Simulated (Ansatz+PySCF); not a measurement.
The numbers below are computed, except where a source is named.
## PySCF 2.14.0 run

```python
from pyscf import gto, scf, cc

mol = gto.M(atom="""
Mg 0.000000 0.000000 0.000000
H 3.675730 0.000000 0.000000
H -1.893570 0.000000 0.000000
""", basis='sto-3g', charge=0, spin=0)
mf = scf.UHF(mol)
mf.kernel()
mycc = cc.CCSD(mf, frozen=1).run()
et = mycc.ccsd_t()
print(mf.e_tot, mycc.e_corr, et, mycc.e_tot + et)
```

The script is written out from the run's settings.

Output:

```yaml
Converged: yes
Reference_energy: -197.86742 hartree
CCSD_correlation_energy: -0.18400 hartree
Triples_correction: -0.01499 hartree
Total_energy: -198.06640 hartree
Spin_squared_of_the_determinant: 0.000
```

The reference isn't the lowest determinant (another lies 4.04 eV lower), but the same method gives a higher total on the lower determinant. Caution: large amplitudes, a single reference is doubtful.
